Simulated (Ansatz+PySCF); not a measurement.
# singlet CH(+): levels of theory in one basis

```
atom   x (Å)   y (Å)    z (Å)
   C  0.0000  0.0000  -0.2130
   H  0.0000  0.0000   1.2783
```

Basis set: 6-31G (spherical functions). Frozen core: 1 orbital. Charge 1, multiplicity 1.

Computed with Ansatz (development build ahead of 0.2.0); each method stands on the lowest determinant of its kind that the runs found.

| method | E − E(RHF) (eV) | <S²> of the determinant |
| --- | --- | --- |
| RHF | 0.00 | 0.00 |
| UHF | -0.22 | 0.50 |
| RHF-MP2 | -1.41 | – |
| RHF-CCSD | -2.32 | – |
| UHF-CCSD | -2.32 | 0.50 |
| RHF-CCSD(T) | -2.34 | – |
| UHF-CCSD(T) | -2.35 | 0.50 |
| full CI (lowest root of this spin) | -2.35 | – |

Q: What does UHF-MP2 give on the same scale?

A: -1.35 eV.

At such a shape the full CI root can have another spatial symmetry than the determinants, so the rows needn't describe one state.

Q: Is a single determinant a sound starting point here?

A: Only with care. Unrestricted orbitals gain 0.22 eV and <S²> is 0.50 against 0.00 for a pure state, so spin symmetry breaks but gains little energy; restricted orbitals can still serve.

Caution for UHF, UHF-MP2, UHF-CCSD, UHF-CCSD(T): the unrestricted determinant is spin contaminated. Caution for RHF-MP2, UHF-MP2, RHF-CCSD, UHF-CCSD, RHF-CCSD(T), UHF-CCSD(T): bonds are stretched, where a single reference can fail. Caution for UHF-MP2, UHF-CCSD, UHF-CCSD(T): a plain start can end on a higher determinant. Caution for UHF-MP2: another reference gives a lower total.
